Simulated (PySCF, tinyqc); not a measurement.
FCI on RHF in the sto-3g basis, for HF, spin multiplicity 1, step by step. The lowest restricted solution is unstable here: a spin-polarised one lies 0.0549 hartree lower (PySCF). One step of it, computed by the program tinyqc.

Question. FCI: roots. Diagonalise (each vector has its largest component positive (the first on a tie)); all determinants have Ms = 0, so triplets appear too. The lowest singlet root is the correlation energy.

Occupation strings over the orbitals (2 doubly, a alpha, b beta, 0 empty; spin orbitals ordered 1a 1b 2a 2b ...): 222220 2222ab 2a222b a2222b 2222ba 2b222a b2222a 222202 2a22b2 a222b2 222022 220222 2b22a2 202222 ab2222 b222a2 ba2222 022222

H - E(HF) between determinants (hartree), lower triangle:
```
           222220     2222ab     2a222b     a2222b     2222ba     2b222a     b2222a     222202
222220   0.000000
2222ab   0.000000   0.285508
2a222b   0.000000  -0.008881   1.112869
a2222b   0.000000  -0.010634   0.028299  25.380890
2222ba   0.000000  -0.262377  -0.023402   0.003507   0.285508
2b222a   0.000000  -0.023402  -0.091461  -0.019785  -0.008881   1.112869
b2222a   0.000000   0.003507  -0.019785  -0.017318  -0.010634   0.028299  25.380890
222202   0.262377   0.049430  -0.061725  -0.001099  -0.049430   0.061725   0.001099   0.599346
2a22b2  -0.023402   0.061725  -0.242165   0.007427  -0.024130   0.088035   0.019918   0.045512
a222b2   0.003507   0.001099   0.007427  -0.422538  -0.008422   0.021980   0.013666   0.018704
222022   0.027735   0.024833   0.019590   0.004724  -0.024833  -0.019590  -0.004724   0.030908
220222   0.027735   0.024833   0.019590   0.004724  -0.024833  -0.019590  -0.004724   0.030908
2b22a2   0.023402  -0.024130   0.088035   0.019918   0.061725  -0.242165   0.007427  -0.045512
202222   0.091461   0.088035   0.015873  -0.002968  -0.088035  -0.015873   0.002968   0.119220
ab2222  -0.019785  -0.019918   0.002968  -0.061768   0.021980  -0.008025   0.011239  -0.020430
b222a2  -0.003507  -0.008422   0.021980   0.013666   0.001099   0.007427  -0.422538  -0.018704
ba2222   0.019785   0.021980  -0.008025   0.011239  -0.019918   0.002968  -0.061768   0.020430
022222   0.017318   0.013666   0.011239  -0.076473  -0.013666  -0.011239   0.076473   0.015591

           2a22b2     a222b2     222022     220222     2b22a2     202222     ab2222     b222a2
2a22b2   1.455623
a222b2   0.028889  25.715149
222022   0.018854   0.004576   0.689441
220222   0.018854   0.004576   0.053770   0.689441
2b22a2  -0.119220  -0.020430  -0.018854  -0.018854   1.455623
202222   0.083486  -0.003198   0.192492   0.192492  -0.083486   2.525315
ab2222   0.003198  -0.130155  -0.040469  -0.040469   0.014059  -0.013130  26.965409
b222a2  -0.020430  -0.015591  -0.004576  -0.004576   0.028889   0.003198   0.010060  25.715149
ba2222   0.014059   0.010060   0.040469   0.040469   0.003198   0.013130  -0.081894  -0.130155
022222   0.010060  -0.047922   0.029513   0.029513  -0.010060   0.081894   0.491282   0.047922

           ba2222     022222
ba2222  26.965409
022222  -0.491282  55.159788
```

Give: lowest roots of this matrix, relative to E(HF); lowest vectors; <S^2> of these roots; weight of the ground state by excitation level 0, 1, 2, ....

Answer.

lowest roots of this matrix, relative to E(HF) (hartree): -0.1029  0.0213  0.5115  0.6357  0.6515  0.7402  0.9587  1.0228

lowest vectors:
```
         root 1   root 2   root 3   root 4
222220   0.9338   0.0000  -0.1455   0.0000
2222ab   0.0280   0.7066   0.6635   0.0000
2a222b  -0.0112   0.0200  -0.0647   0.0000
a2222b   0.0000   0.0002   0.0005   0.0000
2222ba  -0.0280   0.7066  -0.6635   0.0000
2b222a   0.0112   0.0200   0.0647   0.0000
b2222a   0.0000   0.0002  -0.0005   0.0000
222202  -0.3531   0.0000  -0.2771   0.0000
2a22b2   0.0202  -0.0179  -0.0617   0.0000
a222b2   0.0001   0.0002   0.0001   0.0000
222022  -0.0158   0.0000  -0.0508   0.7071
220222  -0.0158   0.0000  -0.0508  -0.7071
2b22a2  -0.0202  -0.0179   0.0617   0.0000
202222  -0.0172   0.0000  -0.0191   0.0000
ab2222   0.0004   0.0000   0.0006   0.0000
b222a2  -0.0001   0.0002  -0.0001   0.0000
ba2222  -0.0004   0.0000  -0.0006   0.0000
022222  -0.0002   0.0000  -0.0001   0.0000
```

<S^2> of these roots: 0.0000  2.0000  0.0000  0.0000  0.0000  0.0000  2.0000  0.0000

weight of the ground state by excitation level 0, 1, 2, ...: 0.8719  0.0018  0.1263

The reference has a weight of only 0.87: one determinant is a poor start here.
